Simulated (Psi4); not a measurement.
**CH4BO (SMILES [BH]OC): a chain of runs**

Wanted: a series of 8 runs (UCAM-B3LYP/def2-SVP) of CH4BO. 

The results are computed with Psi4 1.11.

### Step 1. The structure to begin with

CH4BO has 7 atoms, charge 0, and is taken as a doublet. SMILES: `[BH]OC`. Geometry: relaxed at PBE0-D4/def2-TZVP. This is one conformer, not always the lowest.

Bond lengths: B1–O2 1.320 Å, O2–C3 1.426 Å, B1–H4 1.207 Å, C3–H5 1.093 Å, C3–H6 1.090 Å, C3–H7 1.090 Å. Angles: B1–O2–C3 124.1°, O2–B1–H4 124.7°, O2–C3–H5 110.9°, O2–C3–H6 108.4°, O2–C3–H7 108.4°, H5–C3–H6 109.9°, H5–C3–H7 109.9°, H6–C3–H7 109.2°.

### Step 2. The energy at UCAM-B3LYP/def2-SVP (density fitting) (run 1)

run.py reads:

```python
import psi4

psi4.set_memory('1600 MB')
psi4.set_num_threads(1)
psi4.set_output_file('output.dat', False)

mol = psi4.geometry("""
0 2
B
O 1 1.319808
C 2 1.425751 1 124.08362
H 1 1.207392 2 124.6639 3 -0.0043
H 3 1.092702 2 110.93138 1 0.00606
H 3 1.090499 5 109.89691 2 -119.91651
H 3 1.090495 6 109.17339 5 120.60492
units angstrom
symmetry c1
""")

options = {'basis': 'def2-SVP', 'reference': 'uks'}
psi4.set_options(options)

e, wfn = psi4.energy('cam-b3lyp', molecule=mol, return_wfn=True)
print('E =', round(e, 9))
```

Command:

```console
python run.py
```

output.dat:

```text
[...]
  Running in c1 symmetry.
[...]
  Nuclear repulsion =   64.636177231668938
[...]
  Multiplicity = 2
[...]
  Nalpha       = 12
  Nbeta        = 11
[...]
    Number of basis functions: 62
[...]
   @DF-UKS iter   1:  -140.24829518660340   -5.69095e-01   7.84257e-03 DIIS/ADIIS
[...]
   @DF-UKS iter   9:  -140.35769686615984   -2.74809e-08   5.76760e-07 DIIS
[...]
   @S^2 Observed:                7.517208132E-01
[...]
  @DF-UKS Final Energy:  -140.35769686615984
   => Energetics <=
    Nuclear Repulsion Energy =             64.6361772316689382
    One-Electron Energy =                -317.4268163716161553
    Two-Electron Energy =                 126.5397691297458067
    DFT Exchange-Correlation Energy =     -14.1068268559584187
    Empirical Dispersion Energy =           0.0000000000000000
    VV10 Nonlocal Energy =                  0.0000000000000000
    Total Energy =                       -140.3576968661598414
[...]
 Multipole Moments:
 ------------------------------------------------------------------------------------
     Multipole            Electronic (a.u.)      Nuclear  (a.u.)        Total (a.u.)
 ------------------------------------------------------------------------------------
 L = 1.  Multiply by 2.5417464519 to convert [e a0] to [Debye]
 Dipole X            :         -0.0000956            0.0001029            0.0000073
 Dipole Y            :          3.0111063           -3.7937840           -0.7826777
 Dipole Z            :         -1.8474522            2.4762322            0.6287800
 Magnitude           :                                                    1.0039664
[...]
```

The script printed:

```text
E = -140.357696866
```

Run time: 6.9 s. Hardware: 1 thread of Intel Xeon Platinum 8488C (Sapphire Rapids), shared host; peak memory 0.49 GiB.

### Step 3. The distorted shape: the energy at UCAM-B3LYP/def2-SVP (density fitting) (run 2)

input.dat reads:

```
memory 1600 mb

molecule m {
  0 2
  B
  O 1 1.319808
  C 2 1.425751 1 124.08362
  H 1 1.207392 2 124.6639 3 -0.0043
  H 3 0.9288 2 110.93139 1 0.00608
  H 3 1.090499 5 109.89689 2 -119.9165
  H 3 1.090495 5 109.90099 6 -120.16458
  symmetry c1
}

set basis def2-SVP
set reference uks

set reference uhf
set stability_analysis follow
set max_attempts 5
energy("scf")
set reference uks
set stability_analysis none
set guess read
set guess_mix false

e = energy("cam-b3lyp")
```

Command:

```console
psi4 -n 1 input.dat output.dat
```

output.dat:

```text
[...]
  Running in c1 symmetry.
[...]
  Nuclear repulsion =   65.341538897080255
[...]
  Multiplicity = 2
[...]
  Nalpha       = 12
  Nbeta        = 11
[...]
    Number of basis functions: 62
[...]
   @DF-UHF iter   1:  -139.51607771012732   -7.18443e-01   5.25626e-03 DIIS/ADIIS
[...]
   @DF-UKS iter   8:  -140.33212380112874   -1.23531e-08   3.60259e-07 DIIS
[...]
   @S^2 Observed:                7.517309535E-01
[...]
  @DF-UKS Final Energy:  -140.33212380112874
   => Energetics <=
    Nuclear Repulsion Energy =             65.3415388970802553
    One-Electron Energy =                -318.7021242897075695
    Two-Electron Energy =                 127.1860163497051843
    DFT Exchange-Correlation Energy =     -14.1575547582066168
    Empirical Dispersion Energy =           0.0000000000000000
    VV10 Nonlocal Energy =                  0.0000000000000000
    Total Energy =                       -140.3321238011287448
[...]
 Multipole Moments:
 ------------------------------------------------------------------------------------
     Multipole            Electronic (a.u.)      Nuclear  (a.u.)        Total (a.u.)
 ------------------------------------------------------------------------------------
 L = 1.  Multiply by 2.5417464519 to convert [e a0] to [Debye]
 Dipole X            :         -0.0000815            0.0000890            0.0000075
 Dipole Y            :          2.8704235           -3.6767042           -0.8062807
 Dipole Z            :         -1.9237908            2.5581668            0.6343759
 Magnitude           :                                                    1.0259247
[...]
```

Run time: 7.5 s. Hardware: 1 thread of Intel Xeon Platinum 8488C (Sapphire Rapids), shared host; peak memory 0.49 GiB.

Runs 3 to 7 aren't shown in full; the table further down has their settings and results.

### Step 4. The distorted shape: the energy at UCAM-B3LYP/def2-SVP (density fitting) (run 8)

calc.dat reads:

```
memory 1600 MB

molecule geom {
  0 2
  B     -0.750801    -2.016498     1.690096
  O      0.296399    -1.697898     2.427496
  C      1.210999    -0.652198     2.106896
  H     -1.059701    -1.464998     0.661396
  H      0.357800     0.834000    -0.687600
  H      1.211799     0.068502     2.925296
  H      2.207699    -1.083598     2.008596
  symmetry c1
}

set globals {
  basis     def2-SVP
  reference uks
}

set reference uhf
set stability_analysis follow
set max_attempts 5
energy('scf')
set reference uks
set stability_analysis none
set guess read
set guess_mix false

energy_value, wavefunction = energy('cam-b3lyp', return_wfn=True)
```

Command:

```console
psi4 -n 1 calc.dat calc.out
```

calc.out:

```text
[...]
  Running in c1 symmetry.
[...]
  Nuclear repulsion =   61.014373487251355
[...]
  Multiplicity = 2
[...]
  Nalpha       = 12
  Nbeta        = 11
[...]
    Number of basis functions: 62
[...]
   @DF-UHF iter   1:  -139.18321343679091   -8.91249e-01   7.21839e-03 DIIS/ADIIS
[...]
   @DF-UKS iter   9:  -140.17716552506687   -5.19023e-08   4.42583e-07 DIIS
[...]
   @S^2 Observed:                1.743190211E+00
[...]
  @DF-UKS Final Energy:  -140.17716552506687
   => Energetics <=
    Nuclear Repulsion Energy =             61.0143734872513548
    One-Electron Energy =                -309.9658699828974022
    Two-Electron Energy =                 122.7878462677914797
    DFT Exchange-Correlation Energy =     -14.0135152972123205
    Empirical Dispersion Energy =           0.0000000000000000
    VV10 Nonlocal Energy =                  0.0000000000000000
    Total Energy =                       -140.1771655250668687
[...]
 Multipole Moments:
 ------------------------------------------------------------------------------------
     Multipole            Electronic (a.u.)      Nuclear  (a.u.)        Total (a.u.)
 ------------------------------------------------------------------------------------
 L = 1.  Multiply by 2.5417464519 to convert [e a0] to [Debye]
 Dipole X            :         -1.7324121            2.3704206            0.6380085
 Dipole Y            :         -3.7063363            4.2016238            0.4952875
 Dipole Z            :          2.7756528           -2.7049815            0.0706713
 Magnitude           :                                                    0.8107768
[...]
```

Run time: 7.2 s. Hardware: 1 thread of Intel Xeon Platinum 8488C (Sapphire Rapids), shared host; peak memory 0.47 GiB.

### Step 5. The series

```csv
run,start,partner,energy (Eh),dipole moment (D),HOMO energy (eV),LUMO energy (eV),wall time
1,–,base,-140.357697,2.55,-6.62,0.20,6.9 s
2,stable UHF solution,C3–H5 0.93 Å,-140.332124,2.61,-6.60,0.23,7.5 s
3,stable UHF solution,C3–H5 1.26 Å,-140.346548,2.46,-6.66,0.16,7.2 s
4,stable UHF solution,C3–H5 1.42 Å,-140.321852,2.34,-6.71,0.10,7.2 s
5,stable UHF solution,C3–H5 1.64 Å,-140.283953,2.15,-6.78,-0.08,7.5 s
6,stable UHF solution,C3–H5 1.97 Å,-140.231824,1.91,-6.89,-0.85,8.1 s
7,stable UHF solution,C3–H5 2.40 Å,-140.194224,1.91,-6.84,-1.17,7.8 s
8,stable UHF solution,C3–H5 3.28 Å,-140.177166,2.06,-6.78,-1.73,7.2 s
```

### Step 6. Results

| quantity | value |
| --- | --- |
| distorted shape, run 8: total energy | -140.17717 Eh |
| distorted shape, run 8: dipole moment | 2.06 D |
| distorted shape, run 8: HOMO energy (highest over α and β) | -6.78 eV |
| distorted shape, run 8: LUMO energy (lowest over α and β) | -1.73 eV |
| distorted shape, run 8: ⟨S²⟩ | 1.743 |
| energy change with the C3–H5 bond stretched from 1.093 to 1.257 Å | 0.303 eV |
| energy change with the C3–H5 bond stretched from 1.093 to 3.278 Å | 4.913 eV |
| energy change with the C3–H5 bond stretched from 1.093 to 2.404 Å | 4.448 eV |
| energy change with the C3–H5 bond stretched from 1.093 to 1.639 Å | 2.007 eV |
| energy change with the C3–H5 bond stretched from 1.093 to 1.421 Å | 0.975 eV |
| energy change with the C3–H5 bond shortened from 1.093 to 0.929 Å | 0.696 eV |
| energy change with the C3–H5 bond stretched from 1.093 to 1.967 Å | 3.425 eV |

**Reading.** With the C3–H5 bond stretched from 1.093 to 1.257 Å the energy rises by 0.30 eV (29.3 kJ/mol). The first shape isn't relaxed at this level, so the change isn't measured from a minimum. With the C3–H5 bond stretched from 1.093 to 3.278 Å the energy rises by 4.91 eV (113 kcal/mol). With the C3–H5 bond stretched from 1.093 to 2.404 Å the energy rises by 4.45 eV (429 kJ/mol). With the C3–H5 bond stretched from 1.093 to 1.639 Å the energy rises by 2.01 eV (194 kJ/mol). With the C3–H5 bond stretched from 1.093 to 1.421 Å the energy rises by 0.98 eV (94.1 kJ/mol). With the C3–H5 bond shortened from 1.093 to 0.929 Å the energy rises by 0.70 eV (16.0 kcal/mol). The lowest energy is that of run 1; the highest lies 4.913 eV above it. Spin contamination of the reference: run 8 ⟨S²⟩ = 1.74, run 7 ⟨S²⟩ = 1.42. Where it is this large, the reference is a mixture of spin states, and values that rest on it are in doubt. All runs together took 60 s, the longest 8.1 s.
